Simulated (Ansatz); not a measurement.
System: cubic perovskite KTaO₃. Method: PBE-D3(BJ) in Ansatz (plane waves, PAW).

Settings: plane-wave cutoff 520 eV, 8×8×8 k mesh, Fermi–Dirac smearing 0.01 eV, scalar-relativistic PAW data made under PBE.

A third-order Birch–Murnaghan fit to the energies gives V0 = 12.837 Å³/atom, B0 = 195 GPa, B′ = 4.5.

| V (Å³/atom) | P (GPa) |
|---|---|
| 12.067 | … |
| 12.324 | 8.71 |
| 12.580 | … |
| 12.837 | 0.00 |
| 13.094 | -3.69 |
| 13.351 | … |
| 13.607 | … |

Task: Estimate the withheld pressures from this fit; the answers are the runs' own values.

Result: 
- 12.067, P (GPa): 13.84
- 12.580, P (GPa): 4.12
- 13.351, P (GPa): -7.00
- 13.607, P (GPa): -9.97

The formula P = (3/2) B0 (x^(7/3) − x^(5/3)) [1 + (3/4)(B′ − 4)(x^(2/3) − 1)] with x = V0/V meets the computed pressures within 0.03 GPa when these rounded values are put in.

Measured, for comparison: bulk modulus 220 GPa (temperature not stated, not corrected to a static lattice; as tabulated in Tinte et al. (1998), arXiv:cond-mat/9809379). Computed (rounded) less measured: bulk modulus -11 %.

Spin–orbit coupling is not included.

It cost very roughly 40 core-seconds of CPU time.

Ansatz is a program for electronic structure.
